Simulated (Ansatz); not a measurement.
Task: the interaction energy of a dimer with the counterpoise correction of CH₂S₂, SMILES C1SS1, with Ansatz's Python interface. Give the script and its output. Use (for the species named): MP2, cc-pVDZ basis, multiplicity 1.

```xyz
5

C    -0.0151    0.1562   -0.2123
S     0.2410    0.0337    1.4487
S     0.0917   -1.4728    0.0464
H    -0.9857    0.5404   -0.4987
H     0.7181    0.6687   -0.8255
```

The script, `dimer.py`:
```python
'''Interaction energy of two CH2S2 molecules, with the counterpoise correction.'''

from dataclasses import dataclass

import ansatz as az


@dataclass(frozen=True)
class Settings:
    basis: str = 'cc-pVDZ'
    method: str = 'mp2'


settings = Settings()

FIRST = [
    ('C', (-0.0251, 0.171, -0.204)),
    ('S', (0.231, 0.0485, 1.457)),
    ('S', (0.0817, -1.458, 0.0547)),
    ('H', (-0.9957, 0.5552, -0.4904)),
    ('H', (0.7081, 0.6835, -0.8172)),
]
SECOND = [
    ('C', (-3.3133, 1.7973, -0.6515)),
    ('S', (-4.8052, 1.7653, 0.1313)),
    ('S', (-3.1366, 2.8978, 0.569)),
    ('H', (-2.7349, 0.8858, -0.5717)),
    ('H', (-3.2655, 2.1088, -1.6892)),
]

def energy(atoms, ghosts=()):
    molecule = az.Crystal.molecule()
    for symbol, xyz in atoms:
        molecule = molecule.atom(symbol, xyz)
    calc = (
        molecule.calculation()
        .basis(gaussian=settings.basis)  # atom-centred Gaussian functions
        .correlation(settings.method)  # correlation on top of the mean field
    )
    deck = calc.input()
    if ghosts:
        deck = deck.set(az.key.basis.gaussian.ghost_atoms, [{'symbol': s, 'position_ang': list(xyz)} for s, xyz in ghosts])
    return az.Session.from_dict(deck).plan().execute().report['free_energy_ev']

# ghost atoms carry the functions of the partner
both = energy(FIRST + SECOND)
alone = energy(FIRST) + energy(SECOND)
ghosted = energy(FIRST, SECOND) + energy(SECOND, FIRST)
print(f'dimer {both:.6f} eV')
print(f'interaction, uncorrected   {23.060548 * (both - alone):8.3f} kcal/mol')
print(f'interaction, counterpoise  {23.060548 * (both - ghosted):8.3f} kcal/mol')
print(f'basis-set superposition    {23.060548 * (alone - ghosted):8.3f} kcal/mol')
```

```console
$ python dimer.py
dimer -45412.646222 eV
interaction, uncorrected      0.476 kcal/mol
interaction, counterpoise     1.528 kcal/mol
basis-set superposition       1.052 kcal/mol
```

Uncorrected it is 0.476 kcal/mol, with the counterpoise correction 1.528 kcal/mol; the difference, 1.05 kcal/mol, is the superposition error. In this basis both values are repulsive.

Reading the output:
- Total energies depend on the basis set; only differences at equal settings carry meaning.
- The dimer is a generated trial pose of unrelaxed monomers, not a minimum, so the figure is no binding energy, and the basis set is small.
- Run time: 15 s on 1 thread of Intel(R) Xeon(R) Processor @ 2.70GHz (shared host), peak memory 0.33 GiB.

(Lines on the test bed's own set-up are left out of the output.)
